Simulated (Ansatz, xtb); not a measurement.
H2NOP: 3 structures ranked

3 gas-phase structures of H2NOP, found in a search over its isomers (lower ones may exist). Each was relaxed with GFN2-xTB:

A. `[H]N=[PH]=O`, a singlet
B. `NP=O`, a singlet
C. `[H]/N=P/O`, a singlet

Task: Which do you expect lowest at r2SCAN-D4/def2-SVP, and how would the others follow?

Result: Calculated order at r2SCAN-D4/def2-SVP: B (0.0), C (12.7), A (26.0) kcal/mol.

Energies above the lowest of each column, in kcal/mol; the last columns are at PBE0-D3(BJ)/def2-SVP geometries:

```
structure  GFN2-xTB  HF/STO-3G  r2SCAN-D4/def2-SVP  PBE0-D3(BJ)/def2-SVP  CCSD(T)/def2-TZVPP
        B       0.0        0.0                 0.0                   0.0                 0.0
        C      10.4        2.1                12.7                  13.1                12.7
        A      30.1       88.7                26.0                  28.4                23.0
```

Every level run on B puts it lowest or level with the lowest. Flexible structures stand in one conformer each, not always the lowest.

Programs: Ansatz 0.2.0, xtb 6.7.1.
